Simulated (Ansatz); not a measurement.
## H$_{2}$Si–CH, doublet: vertical spin and charge gaps

Geometry (PBE0/def2-TZVP stationary point for this spin, not checked as a minimum):

```xyz
5

Si    0.0000    0.0000    0.4916
C     0.0000    0.0000   -1.1766
H     0.0000    1.2470    1.2863
H     0.0000   -1.2470    1.2863
H     0.0000    0.0000   -2.2494
```

Basis cc-pVDZ; Ansatz 0.2.0. Only valence electrons are correlated (noble-gas cores frozen). Prefix R: restricted or restricted open-shell reference; prefix U: unrestricted. Active spaces: valence = (11e, 11o) chosen from the atoms' valence shells.

Gaps are energies of the second state less the first, at fixed atoms, for a selection of the levels run; each method lands on the state that its own search finds for that charge and spin.

Unrestricted rows (U, and Kohn–Sham where it breaks symmetry) aren't spin-pure: their determinants' ⟨S²⟩ exceeds S(S+1) by up to 0.41, so they mix in states of higher spin. For open shells CISD is restricted-active-space CI with the open shells as a complete middle space. A value is left out where its run failed or describes another state than the reference as far as symmetry and spin tell, or, spin-broken singlets apart, can't be checked.

Removing an electron, to the triplet: 8.713 eV at UCCSDT(Q).

```csv
level,gap (eV),error (meV),⟨S²⟩ where 0.1 over S(S+1) (first / second)
RHF,7.265,-1448,– / –
UHF,7.448,-1265,1.16 / –
RMP2,8.560,-153,– / –
UMP2,8.284,-429,1.16 / –
CISD,8.320,-393,– / –
RCCSD,8.569,-144,– / –
UCCSD,8.560,-153,1.16 / –
RCCSD(T),8.690,-23,– / –
UCCSD(T),8.666,-47,1.16 / –
BCCD(T),8.687,-26,– / –
RCCSDT,8.701,-12,– / –
UCCSDT,8.700,-13,1.16 / –
RCCSDT(Q),8.713,0,– / –
CASSCF (valence space),8.023,-690,– / –
NEVPT2 (valence space),8.581,-132,– / –
MRCISD (valence space),8.633,-80,– / –
MRCISD+Q (valence space),8.707,-6,– / –
PBE,8.900,187,– / –
r2SCAN,8.852,139,– / –
PBE0,8.764,51,– / –
B3LYP,8.839,126,– / –
wB97M-V,8.670,-43,– / –
B2PLYP,8.685,-28,– / –
RPA-PBE,8.844,131,– / –
```

Quartet less doublet: 2.738 eV at UCCSDT(Q).

```
                   level  gap (eV)  error (meV)  ⟨S²⟩ where 0.1 over S(S+1) (first / second)
                     RHF     1.790         -948                                        – / –
                     UHF     1.843         -895                                     1.16 / –
                    RMP2     2.650          -88                                        – / –
                    UMP2     2.384         -354                                     1.16 / –
                    CISD     2.425         -313                                        – / –
                   RCCSD     2.606         -132                                        – / –
                   UCCSD     2.595         -143                                     1.16 / –
                RCCSD(T)     2.716          -22                                        – / –
                UCCSD(T)     2.692          -46                                     1.16 / –
                 BCCD(T)     2.714          -24                                        – / –
                  RCCSDT     2.727          -11                                        – / –
                  UCCSDT     2.725          -13                                     1.16 / –
               RCCSDT(Q)     2.738            0                                        – / –
  CASSCF (valence space)     2.815           77                                        – / –
  NEVPT2 (valence space)     2.751           13                                        – / –
  MRCISD (valence space)     2.751           13                                        – / –
MRCISD+Q (valence space)     2.738            0                                        – / –
                     PBE     2.679          -59                                        – / –
                  r2SCAN     2.485         -253                                        – / –
                    PBE0     2.502         -236                                        – / –
                   B3LYP     2.700          -38                                        – / –
                 r2SCANh     2.434         -304                                        – / –
                 wB97M-V     2.708          -30                                        – / –
                  B2PLYP     2.697          -41                                        – / –
                 RPA-PBE     2.769           31                                        – / –
```

In so small a basis the reference is far from its limit while semilocal and hybrid functionals are nearer theirs (RPA and double hybrids share much of the reference's basis error), so the functionals' errors here hold much of the reference's basis and frozen-core error, which can add to them or hide them.

Full CI isn't at hand for all of this; UCCSDT(Q) serves as the reference, and is uncertain by about the last step of the cluster series. The frozen core follows each run's orbitals, which can shift R against U totals by a few meV.
